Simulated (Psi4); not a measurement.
# A workflow on C2H5B− (SMILES [BH2-]C=C)

Wanted: a structure relaxation (doublet C2H5B−, UHF-3c/MINIX), then a single-point energy (singlet C2H5B, HF-3c/MINIX), then a structure relaxation (singlet C2H5B, HF-3c/MINIX), then a single-point energy (doublet C2H5B−, UHF-3c/MINIX) of C2H5B. 

The calculation is run with Psi4 1.11.

## 1. The system as given

C2H5B−: 8 atoms, total charge -1, spin state doublet. As SMILES, `[BH2-]C=C`. The coordinates come from a GFN2-xTB relaxation. The run starts from this shape.

Bond lengths: B1–C2 1.488 Å, C2–C3 1.392 Å, B1–H4 1.207 Å, B1–H5 1.213 Å, C2–H6 1.102 Å, C3–H7 1.088 Å, C3–H8 1.083 Å. Angles: B1–C2–C3 128.9°, B1–C2–H6 118.3°, C3–C2–H6 112.7°, C2–B1–H4 123.0°, C2–B1–H5 121.0°, C2–C3–H7 123.1°, C2–C3–H8 121.5°, H4–B1–H5 116.0°, H7–C3–H8 115.4°.

## 2. A geometry optimisation at UHF-3c/MINIX (density fitting) (run 1)

File job.in:

```
memory 1.6 GB

molecule m {
  -1 2
  B     -0.810130     0.809440    -0.644060
  C      0.290240     0.287490     0.210610
  C      0.619240    -1.032740     0.503540
  H     -1.593090     0.092380    -1.217680
  H     -0.968170     2.001440    -0.801120
  H      0.963120     1.012180     0.697910
  H      1.449170    -1.309590     1.150630
  H      0.049630    -1.860600     0.100170
}

set reference uks

optimize("hf-3c")
print_variables()
```

The run is started by

```
$ psi4 -i job.in -o job.out -n 1
```

job.out:

```text
[...]
  Running in c1 symmetry.
[...]
  Nuclear repulsion =   57.311993719360402
[...]
  Multiplicity = 2
[...]
  Nalpha       = 12
  Nbeta        = 11
[...]
    Number of basis functions: 20
[...]
   @DF-UKS iter   1:  -102.51034636696762   -2.20626e+00   7.03427e-03 ADIIS/DIIS
[...]
   @DF-UKS iter   9:  -102.54480016659816   -9.94760e-14   5.27750e-09 DIIS
[...]
   @S^2 Observed:                9.049116976E-01
[...]
  @DF-UKS Final Energy:  -102.54480016659816
   => Energetics <=
    Nuclear Repulsion Energy =             57.5359634708836083
    One-Electron Energy =                -256.9682372562589308
    Two-Electron Energy =                  96.9091999443576384
    Total Energy =                       -102.5448001665981650
  UHF NO Occupations:
  HONO-2 :   10  A 1.9979919
  HONO-1 :   11  A 1.9256415
[...]
  -Total Gradient:
     Atom            X                  Y                   Z
    ------   -----------------  -----------------  -----------------
       1       -0.000031929693    -0.000026290213    -0.000037210962
       2       -0.000069026795     0.000011775094    -0.000059856974
       3        0.000033208363    -0.000086430912     0.000030154931
       4        0.000009082516    -0.000007417486     0.000014772821
       5        0.000026108418     0.000025812224     0.000023195765
       6        0.000049032297     0.000058261377     0.000042286515
       7       -0.000014645834     0.000020211328    -0.000012546278
       8       -0.000001829272     0.000004078588    -0.000000795819
[...]
```

On the terminal:

```text
Optimizer: Optimization complete!
```

Wall time 4.5 s (1 thread of Intel Xeon 6975P-C (Granite Rapids), shared host); peak memory 0.21 GiB.

Steps, from the record of the run:

```tsv
step	energy from the first frame kept (eV)	largest force (eV/Å)
0	0.0000	1.5666
1	-0.0645	0.3317
2	-0.0696	0.1055
3	-0.0699	0.0147
4	-0.0699	0.0050
```

After the run. Bond lengths: B1–C2 1.482 Å, C2–C3 1.412 Å, B1–H4 1.173 Å, B1–H5 1.173 Å, C2–H6 1.077 Å, C3–H7 1.075 Å, C3–H8 1.074 Å. Angles: B1–C2–C3 127.5°, B1–C2–H6 119.3°, C3–C2–H6 113.2°, C2–B1–H4 121.8°, C2–B1–H5 121.2°, C2–C3–H7 123.2°, C2–C3–H8 121.3°, H4–B1–H5 117.0°, H7–C3–H8 115.5°.

## 3. Singlet neutral C2H5B: a single-point energy at HF-3c/MINIX (density fitting) (run 2)

File c2h5b.xyz:

```xyz
8
C2H5B
B     -0.807168     0.806680    -0.642625
C      0.293791     0.303960     0.212742
C      0.612888    -1.040693     0.500491
H     -1.550056     0.078410    -1.184177
H     -0.973216     1.956398    -0.807181
H      0.953560     1.007921     0.692034
H      1.432529    -1.328367     1.134425
H      0.038836    -1.849815     0.090056
```

File c2h5b.py:

```python
import psi4

psi4.set_memory(1600000000)
psi4.set_num_threads(1)
psi4.set_output_file('run.log', False)

with open('c2h5b.xyz') as f:
    atoms = ''.join(f.readlines()[2:])
mol = psi4.geometry('0 1\n' + atoms + '')

energy_value = psi4.energy("hf-3c")
print(f'total energy {energy_value:.8f} hartree = {energy_value * 27.211386:.5f} eV')
```

The run is started by

```
$ python c2h5b.py
```

run.log:

```text
[...]
  Running in c1 symmetry.
[...]
  Nuclear repulsion =   57.535957060045142
[...]
  Multiplicity = 1
[...]
  Nalpha       = 11
  Nbeta        = 11
[...]
    Number of basis functions: 20
[...]
   @DF-RHF iter   1:  -102.57640572884915   -2.23558e+00   7.52781e-03 ADIIS/DIIS
[...]
   @DF-RHF iter   8:  -102.59714082776678   -1.36855e-08   6.68289e-07 DIIS
[...]
    Orbital Energies [Eh]
    ---------------------
    Doubly Occupied:
       1A    -11.201300     2A    -11.135536     3A     -7.537076
       4A     -1.030124     5A     -0.822179     6A     -0.684231
       7A     -0.624389     8A     -0.560708     9A     -0.483056
      10A     -0.453625    11A     -0.387476
[...]
  @DF-RHF Final Energy:  -102.59714082776678
   => Energetics <=
    Nuclear Repulsion Energy =             57.5359570600451420
    One-Electron Energy =                -250.3833512528632355
    Two-Electron Energy =                  90.2719796755182955
    Total Energy =                       -102.5971408277667791
[...]
 Multipole Moments:
 ------------------------------------------------------------------------------------
     Multipole            Electronic (a.u.)      Nuclear  (a.u.)        Total (a.u.)
 ------------------------------------------------------------------------------------
 L = 1.  Multiply by 2.5417464519 to convert [e a0] to [Debye]
 Dipole X            :         -0.1174150            0.5009236            0.3835086
 Dipole Y            :          0.4169222           -0.8872977           -0.4703754
 Dipole Z            :         -0.1036716            0.4113649            0.3076933
 Magnitude           :                                                    0.6804462
[...]
```

On the terminal:

```text
total energy -102.59714083 hartree = -2791.81040 eV
```

It took 2.6 s on 1 thread of Intel Xeon 6975P-C (Granite Rapids), shared host; peak memory 0.19 GiB.

## 4. Singlet neutral C2H5B: a geometry optimisation at HF-3c/MINIX (density fitting) (run 3)

File c2h5b.sdf:

```

     RDKit          3D

  8  7  0  0  0  0  0  0  0  0999 V2000
   -0.8072    0.8067   -0.6426 B   0  0  0  0  0  0  0  0  0  0  0  0
    0.2938    0.3040    0.2127 C   0  0  0  0  0  0  0  0  0  0  0  0
    0.6129   -1.0407    0.5005 C   0  0  0  0  0  0  0  0  0  0  0  0
   -1.5501    0.0784   -1.1842 H   0  0  0  0  0  0  0  0  0  0  0  0
   -0.9732    1.9564   -0.8072 H   0  0  0  0  0  0  0  0  0  0  0  0
    0.9536    1.0079    0.6920 H   0  0  0  0  0  0  0  0  0  0  0  0
    1.4325   -1.3284    1.1344 H   0  0  0  0  0  0  0  0  0  0  0  0
    0.0388   -1.8498    0.0901 H   0  0  0  0  0  0  0  0  0  0  0  0
  2  1  1  0
  3  2  2  0
  4  1  1  0
  5  1  1  0
  6  2  1  0
  7  3  1  0
  8  3  1  0
M  END
$$$$
```

File c2h5b.py:

```python
import psi4
from rdkit import Chem

psi4.set_memory('1600 MB')
psi4.set_num_threads(1)
psi4.set_output_file('psi4.out', False)

rd = Chem.SDMolSupplier('c2h5b.sdf', removeHs=False, sanitize=False)[0]
xyz = rd.GetConformer().GetPositions()
atoms = '\n'.join(f'{a.GetSymbol()} {x:.4f} {y:.4f} {z:.4f}' for a, (x, y, z) in zip(rd.GetAtoms(), xyz))
m = psi4.geometry('0 1\n' + atoms + '\nsymmetry c1')

options = {'reference': 'rks'}
psi4.set_options(options)

energy_value = psi4.optimize('HF-3C')
print('E =', round(energy_value, 9))
print(m.to_string(dtype='xyz', units='Angstrom'))
```

The run is started by

```
$ python c2h5b.py
```

psi4.out:

```text
[...]
  Running in c1 symmetry.
[...]
  Nuclear repulsion =   57.535498558964292
[...]
  Multiplicity = 1
[...]
  Nalpha       = 11
  Nbeta        = 11
[...]
    Number of basis functions: 20
[...]
   @DF-RKS iter   1:  -102.57638964127908   -2.23560e+00   7.52855e-03 ADIIS/DIIS
[...]
   @DF-RKS iter   7:  -102.61085832343856   -2.84217e-14   1.83139e-09 DIIS
[...]
    Orbital Energies [Eh]
    ---------------------
    Doubly Occupied:
       1A    -11.184568     2A    -11.138521     3A     -7.546414
       4A     -1.048057     5A     -0.797642     6A     -0.690233
       7A     -0.623145     8A     -0.559164     9A     -0.470341
      10A     -0.459123    11A     -0.403176
[...]
  @DF-RKS Final Energy:  -102.61085832343856
   => Energetics <=
    Nuclear Repulsion Energy =             58.0596762751969351
    One-Electron Energy =                -251.4521170911811510
    Two-Electron Energy =                  90.8056746399220742
    Total Energy =                       -102.6108583234385634
[...]
  -Total Gradient:
     Atom            X                  Y                   Z
    ------   -----------------  -----------------  -----------------
       1       -0.000032977795    -0.000001767322    -0.000026806333
       2        0.000031683869    -0.000115240025     0.000017664219
       3       -0.000005880617     0.000092077549     0.000013313824
       4        0.000006192783    -0.000016387722     0.000005236380
       5        0.000019494680     0.000013664995     0.000015052894
       6       -0.000005134787     0.000011063543    -0.000000287066
       7       -0.000019295671     0.000003284791    -0.000024457849
       8        0.000005917538     0.000013304190     0.000000283931
[...]
```

Standard output:

```text
Optimizer: Optimization complete!
E = -102.610858323
8
0 1 BC2H5
B                    -0.866919775373     0.769496415473    -0.685927155669
C                     0.311707754580     0.304657304881     0.227300360748
C                     0.522708973396    -0.991518502127     0.431130890112
H                    -1.561537249835    -0.047725302605    -1.187867631966
H                    -1.085555734121     1.915752075300    -0.890562033555
H                     0.966179935071     1.019475761041     0.702083949459
H                     1.326442365061    -1.371498012497     1.055853137991
H                    -0.110705503521    -1.743510920746    -0.026386580178
```

It took 4.8 s on 1 thread of Intel Xeon 6975P-C (Granite Rapids), shared host; peak memory 0.24 GiB.

The path in brief:

```tsv
step	energy from the first frame kept (eV)	largest force (eV/Å)
0	0.0000	6.5178
1	-0.3381	1.7209
2	-0.3710	0.3197
3	-0.3734	0.1432
4	-0.3736	0.0146
5	-0.3736	0.0062
```

After the run. Bond lengths: B1–C2 1.562 Å, C2–C3 1.329 Å, B1–H4 1.184 Å, B1–H5 1.185 Å, C2–H6 1.079 Å, C3–H7 1.087 Å, C3–H8 1.084 Å. Angles: B1–C2–C3 120.0°, B1–C2–H6 121.2°, C3–C2–H6 118.8°, C2–B1–H4 119.0°, C2–B1–H5 121.9°, C2–C3–H7 123.1°, C2–C3–H8 121.3°, H4–B1–H5 119.1°, H7–C3–H8 115.6°.

## 5. The energy at UHF-3c/MINIX (density fitting) (run 4)

File calc.py:

```python
import psi4

psi4.set_memory('1600 MB')
psi4.set_num_threads(1)
psi4.set_output_file('c2h5b.out', False)

geom = psi4.geometry("""
-1 2
B
C 1 1.5618
C 2 1.328961 1 119.98607
H 1 1.184183 2 119.02022 3 -0.00117
H 1 1.184728 4 119.09367 2 179.99995
H 2 1.079222 3 118.83223 1 179.99796
H 3 1.086577 2 123.14103 6 -0.00824
H 3 1.08445 7 115.60177 2 179.99167
""")

psi4.set_options({
    'reference': 'uks',
})

energy_value, wavefunction = psi4.energy('HF-3C', molecule=geom, return_wfn=True)
print(f'total energy {energy_value:.8f} hartree = {energy_value * 27.211386:.5f} eV')
```

The run is started by

```
$ python calc.py
```

c2h5b.out:

```text
[...]
  Running in c1 symmetry.
[...]
  Nuclear repulsion =   58.059693731776512
[...]
  Multiplicity = 2
[...]
  Nalpha       = 12
  Nbeta        = 11
[...]
    Number of basis functions: 20
[...]
   @DF-UKS iter   1:  -102.50523542415242   -2.13142e+00   6.79481e-03 ADIIS/DIIS
[...]
   @DF-UKS iter  11:  -102.53470028790443   -4.53598e-09   6.68471e-07 DIIS
[...]
   @S^2 Observed:                8.949368894E-01
[...]
  @DF-UKS Final Energy:  -102.53470028790443
   => Energetics <=
    Nuclear Repulsion Energy =             58.0596937317765125
    One-Electron Energy =                -257.9382818993148021
    Two-Electron Energy =                  97.3679800774329323
    Total Energy =                       -102.5347002879044283
  UHF NO Occupations:
  HONO-2 :   10  A 1.9975793
  HONO-1 :   11  A 1.9312161
[...]
 Multipole Moments:
 ------------------------------------------------------------------------------------
     Multipole            Electronic (a.u.)      Nuclear  (a.u.)        Total (a.u.)
 ------------------------------------------------------------------------------------
 L = 1.  Multiply by 2.5417464519 to convert [e a0] to [Debye]
 Dipole X            :         -0.0000633            0.0000912            0.0000280
 Dipole Y            :          0.3854595           -0.7526034           -0.3671439
 Dipole Z            :          0.6721246            0.7690450            1.4411696
 Magnitude           :                                                    1.4872002
[...]
```

On the terminal:

```text
total energy -102.53470029 hartree = -2790.11131 eV
```

It took 2.6 s on 1 thread of Intel Xeon 6975P-C (Granite Rapids), shared host; peak memory 0.19 GiB.

## 6. What came out

| quantity | value |
| --- | --- |
| run 1, UHF-3c/MINIX: total energy at the end | -102.54480 Eh |
| run 1, UHF-3c/MINIX: HOMO energy (highest over α and β) | 0.93 eV |
| run 1, UHF-3c/MINIX: LUMO energy (lowest over α and β) | 12.56 eV |
| run 1, UHF-3c/MINIX: ⟨S²⟩ | 0.905 |
| singlet neutral C2H5B, run 2: total energy | -102.59714 Eh |
| singlet neutral C2H5B, run 2: dipole moment | 1.73 D |
| singlet neutral C2H5B, run 2: HOMO energy | -10.54 eV |
| singlet neutral C2H5B, run 2: LUMO energy | 2.43 eV |
| singlet neutral C2H5B, run 2: HOMO–LUMO gap | 12.98 eV |
| singlet neutral C2H5B, run 3: total energy at the end | -102.61086 Eh |
| singlet neutral C2H5B, run 3: dipole moment | 1.12 D |
| singlet neutral C2H5B, run 3: HOMO energy | -10.97 eV |
| singlet neutral C2H5B, run 3: LUMO energy | 2.98 eV |
| singlet neutral C2H5B, run 3: HOMO–LUMO gap | 13.95 eV |
| run 4, UHF-3c/MINIX: total energy | -102.53470 Eh |
| run 4, UHF-3c/MINIX: HOMO energy (highest over α and β) | 1.37 eV |
| run 4, UHF-3c/MINIX: LUMO energy (lowest over α and β) | 12.97 eV |
| run 4, UHF-3c/MINIX: ⟨S²⟩ | 0.895 |
| adiabatic ionisation energy (to the singlet neutral, no zero-point term) | -1.798 eV |

What this shows: The adiabatic ionisation energy (to the singlet neutral, no zero-point term) is −1.80 eV (−173 kJ/mol). In a minimal basis such a difference can be off by several eV, whatever the method. ⟨S²⟩ (run 1, UHF-3c/MINIX) is 0.90 where a pure doublet has 0.75: the reference is spin-contaminated. The optimisation (run 1, UHF-3c/MINIX) took 5 steps and changed the energy by -0.070 eV. The HOMO (run 1, UHF-3c/MINIX) lies at positive energy, 0.93 eV; only total energies tell whether the electron is bound. The optimisation (singlet neutral C2H5B, run 3) took 6 steps and changed the energy by -0.374 eV.
